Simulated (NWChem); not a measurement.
System: BeH cation; SMILES [BeH+]

The following NWChem deck was run.

```
start job
memory heap 200 mb stack 900 mb global 1100 mb
charge 1
geometry units angstroms
  Be     0.000000     0.000000     0.251857
  H      0.000000     0.000000    -1.090495
end
basis spherical
  * library 3-21g
end
dft
  xc b3lyp
  iterations 150
end
driver
  maxiter 120
end
task dft optimize
task dft freq
```

B3LYP is NWChem's, with the RPA form of VWN correlation.

The level has its own optimisation; frequencies are unscaled.

**Question.** Give the results of this calculation. (B3LYP/3-21G.) Quantities: r Be–H (Å); highest harmonic frequency (cm⁻¹); zero-point energy (kcal/mol).

**Answer.** The r Be–H (Å) comes out as 1.331, the highest harmonic frequency (cm⁻¹) comes out as 2209 and the zero-point energy (kcal/mol) is 3.2.
